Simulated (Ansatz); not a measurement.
## One structure, 3 elements: Na2Ti, Na2Zr, Na2Hf

Plane-wave DFT in Ansatz with scalar-relativistic PAW potentials, cutoff 420 eV, Γ-centred meshes chosen by cell and gap, Gaussian smearing with energies taken to zero width. Every cell was relaxed (cell and atoms) in a run of its own, within the symmetry of its start. Functional: PBE.

All members share space group Fd-3m and the same sites; only the element on one set of sites changes (Ti, Zr, Hf). Members needn't be the stable form of their composition. Energies over the elements, where given, are against the elements' standard states in the same functional (H₂, N₂, O₂ and halogens uncorrected, Hg as a solid). The first member:

Space group Fd-3m:1 (No. 227). a = 8.391 Å, b = 8.391 Å, c = 8.391 Å, α = 90.00°, β = 90.00°, γ = 90.00°
| atom | site | symmetry | x | y | z |
| --- | --- | --- | --- | --- | --- |
| Na | 16d | .-3m | 0.1250 | 0.6250 | 0.1250 |
| Ti | 8a | -43m | 0.5000 | 0.0000 | 0.5000 |

| compound | V (Å³/atom) | a (Å) | energy over elements (eV/atom) |
| --- | --- | --- | --- |
| Na2Ti | 24.62 | 8.391 | 0.940 |
| Na2Hf | 25.29 | 8.467 | 0.877 |

Question: Predict the member with Zr.

Answer: V (Å³/atom) 25.99, a (Å) 8.544, energy over elements (eV/atom) 0.786. Interpolating linearly in period between Ti and Hf would give 24.95 Å³/atom (4.0 % too small), with 0.908 eV/atom over the elements. Over the whole series the volume has no steady trend down the group (least for Ti); all are metallic on the mesh; none is bound against its elements in this structure, and Zr comes closest. Hf is no larger than Zr here (25.29 against 25.99 Å³/atom), as one expects from the lanthanide contraction and relativistic shrinking of 6s.

Spin-orbit coupling is left out, which matters for the bands of heavy elements.